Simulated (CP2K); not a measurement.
**C2HF (fluoroacetylene): PM6**

What is the energy change on altering one bond length of C2HF (fluoroacetylene) at PM6? 

The calculation is run with CP2K 2026.2.

3 further runs of the same task are left out: 3 that didn't finish.

## 1. Starting point

C2HF has 4 atoms, charge 0, and is taken as a singlet. As SMILES, `C#CF`. The shape is that of a PBE0-D4/def2-TZVP optimisation.

Bond lengths: C1–C2 1.192 Å, C2–F3 1.270 Å, C1–H4 1.063 Å. Angles: C1–C2–F3 180.0°, C2–C1–H4 180.0°.

## 2. The energy at PM6

molecule.xyz reads:

```xyz
4

C     -0.361030     0.453110    -0.290220
C      0.303270    -0.380840     0.243810
F      1.010600    -1.269010     0.812300
H     -0.952830     1.196740    -0.765890
```

mol.inp reads:

```
&FORCE_EVAL
  METHOD QUICKSTEP
  &DFT
    # Quickstep
    &QS
      METHOD PM6
      EPS_DEFAULT 1.0E-10
      &SE
        &COULOMB
          CUTOFF [angstrom] 50
          RC_RANGE [angstrom] 0
        &END COULOMB
        &EXCHANGE
          CUTOFF [angstrom] 50
          RC_RANGE [angstrom] 0
        &END EXCHANGE
      &END SE
    &END QS
    &POISSON
      PERIODIC NONE
      POISSON_SOLVER ANALYTIC
    &END POISSON
    # SCF settings
    &SCF
      SCF_GUESS ATOMIC
      EPS_SCF 1.0E-07
      MAX_SCF 80
      ADDED_MOS 4
      &DIAGONALIZATION
        ALGORITHM STANDARD
      &END DIAGONALIZATION
      &MIXING
        METHOD DIRECT_P_MIXING
        ALPHA 0.4
      &END MIXING
    &END SCF
    &PRINT
      &MOMENTS
        PERIODIC F
        REFERENCE COM
        MAX_MOMENT 1
      &END MOMENTS
      &MO ON
        ENERGIES T
        OCCUPATION_NUMBERS T
        NDIGITS 6
        &EACH
          QS_SCF 0
        &END EACH
        ADD_LAST NUMERIC
      &END MO
      &HIRSHFELD OFF
      &END HIRSHFELD
    &END PRINT
  &END DFT
  &SUBSYS
    &CELL
      ABC 10 10.5 9.6
      PERIODIC NONE
    &END CELL
    &TOPOLOGY
      COORD_FILE_NAME molecule.xyz
      COORD_FILE_FORMAT XYZ
      &CENTER_COORDINATES
      &END CENTER_COORDINATES
    &END TOPOLOGY
  &END SUBSYS
&END FORCE_EVAL

&GLOBAL
  PROJECT_NAME mol
  RUN_TYPE ENERGY
  PRINT_LEVEL MEDIUM
&END GLOBAL
```

The run is started by

```bash
$ OMP_NUM_THREADS=1 cp2k.psmp -i mol.inp -o mol.out
```

Output, cut to the lines that bear on the results:

```text
CP2K| version string:                                       CP2K version 2026.2
[...]
 GLOBAL| Method name                                                        CP2K
[...]
 GLOBAL| Run type                                                         ENERGY
[...]
                             - Atoms:                                          4
[...]
                             - Spherical basis functions:                     13
[...]
 Number of electrons:                                                         16
[...]
     1 P_Mix/Diag. 0.40E+00    0.0     0.73875512       -23.3671854114 -2.34E+01
[...]
    15 DIIS/Diag.  0.13E-06    0.0     0.00000009       -26.7268379557 -1.38E-12
  *** SCF run converged in    15 steps ***
  Core-core repulsion energy [eV]:                            646.54779036677860
  Core Hamiltonian energy [eV]:                             -1193.00624798406807
  Two-electron integral energy [eV]:                         -361.63157853534841
  Electronic energy [eV]:                                   -1373.82203725174236
  Total energy [eV]:                                         -727.27424688496376
  Atomic reference energy [eV]:                               727.70718861693001
  Heat of formation [kcal/mol]:                                 9.98387430945415
[...]
 SE_DIPOLE| Moment [Debye]          0.32033335      -0.40291073       0.25742749
 SE_DIPOLE| Derivative [a.u.]       0.00000000       0.00000000       0.00000000
 ENERGY| Total FORCE_EVAL ( QS ) energy [hartree]            -26.726837955715901
[...]
```

Run time: 0.22 s. Hardware: 1 thread of Arm Neoverse V2, shared host.

## 3. The distorted shape

molecule.xyz reads:

```xyz
4

C      0.349136    -0.439254     0.280589
C      1.013436    -1.273204     0.814619
F      1.720766    -2.161374     1.383109
H     -0.952830     1.196740    -0.765890
```

run.inp reads:

```
&GLOBAL
    PROJECT run
    RUN_TYPE ENERGY
    PRINT_LEVEL MEDIUM
&END GLOBAL

&FORCE_EVAL
    METHOD Quickstep
    &DFT
        CHARGE 0
        MULTIPLICITY 1
        ! Quickstep
        &QS
            METHOD PM6
            EPS_DEFAULT 1.0E-10
            &SE
                &COULOMB
                    CUTOFF [angstrom] 50
                    RC_RANGE [angstrom] 0
                &END COULOMB
                &EXCHANGE
                    CUTOFF [angstrom] 50
                    RC_RANGE [angstrom] 0
                &END EXCHANGE
            &END SE
        &END QS
        ! isolated system
        &POISSON
            PERIODIC NONE
            POISSON_SOLVER ANALYTIC
        &END POISSON
        ! SCF settings
        &SCF
            SCF_GUESS ATOMIC
            EPS_SCF 1.0E-07
            MAX_SCF 80
            ADDED_MOS 4
            &DIAGONALIZATION
                ALGORITHM STANDARD
            &END DIAGONALIZATION
            &MIXING
                METHOD DIRECT_P_MIXING
                ALPHA 0.4
            &END MIXING
        &END SCF
        &PRINT
            &MOMENTS
                PERIODIC F
                REFERENCE COM
                MAX_MOMENT 1
            &END MOMENTS
            &MO ON
                ENERGIES T
                OCCUPATION_NUMBERS T
                NDIGITS 6
                &EACH
                    QS_SCF 0
                &END EACH
                ADD_LAST NUMERIC
            &END MO
            &HIRSHFELD OFF
            &END HIRSHFELD
        &END PRINT
    &END DFT
    &SUBSYS
        ! box in angstrom
        &CELL
            ABC [angstrom] 10.7 11.4 10.1
            PERIODIC NONE
        &END CELL
        &TOPOLOGY
            COORD_FILE_NAME molecule.xyz
            COORD_FILE_FORMAT XYZ
            &CENTER_COORDINATES
            &END CENTER_COORDINATES
        &END TOPOLOGY
    &END SUBSYS
&END FORCE_EVAL
```

The run is started by

```bash
$ OMP_NUM_THREADS=1 cp2k.psmp -i run.inp > run.out 2>&1
```

Output, cut to the lines that bear on the results:

```text
CP2K| version string:                                       CP2K version 2026.2
[...]
 GLOBAL| Method name                                                        CP2K
[...]
 GLOBAL| Run type                                                         ENERGY
[...]
                             - Atoms:                                          4
[...]
                             - Spherical basis functions:                     13
[...]
 Number of electrons:                                                         16
[...]
     1 P_Mix/Diag. 0.40E+00    0.0     0.93786786       -23.5676658417 -2.36E+01
[...]
    17 DIIS/Diag.  0.91E-07    0.0     0.00000008       -26.4750835925 -9.38E-13
  *** SCF run converged in    17 steps ***
  Core-core repulsion energy [eV]:                            610.43216522791840
  Core Hamiltonian energy [eV]:                             -1193.15881919173421
  Two-electron integral energy [eV]:                         -275.39401661214032
  Electronic energy [eV]:                                   -1330.85582749780428
  Total energy [eV]:                                         -720.42366226988599
  Atomic reference energy [eV]:                               727.70718861693001
  Heat of formation [kcal/mol]:                               167.96212101851162
[...]
 SE_DIPOLE| Moment [Debye]          2.93329827      -3.68573087       2.35769759
 SE_DIPOLE| Derivative [a.u.]       0.00000000       0.00000000       0.00000000
 ENERGY| Total FORCE_EVAL ( QS ) energy [hartree]            -26.475083592498276
[...]
```

Run time: 0.22 s. Hardware: 1 thread of Arm Neoverse V2, shared host.

## 4. Summary of results

Level: PM6.

| quantity | value |
| --- | --- |
| first shape: total energy | -26.72684 Eh |
| first shape: dipole moment | 0.58 D |
| first shape: HOMO energy | -11.60 eV |
| first shape: LUMO energy | 1.30 eV |
| first shape: HOMO–LUMO gap | 12.89 eV |
| first shape: heat of formation | 10.0 kcal/mol |
| distorted shape: total energy | -26.47508 Eh |
| distorted shape: dipole moment | 5.27 D |
| distorted shape: HOMO energy | -10.08 eV |
| distorted shape: LUMO energy | -2.46 eV |
| distorted shape: HOMO–LUMO gap | 7.62 eV |
| distorted shape: heat of formation | 168.0 kcal/mol |
| energy change with the C1–H4 bond stretched from 1.063 to 2.338 Å | 6.851 eV |

In words: One bond (distorted shape) is far stretched, which a spin-restricted single reference describes badly. With the C1–H4 bond stretched from 1.063 to 2.338 Å the energy rises by 6.85 eV (661 kJ/mol). The first shape isn't relaxed at this level, so the change isn't measured from a minimum. A restricted reference can't describe the breaking bond well at this length.
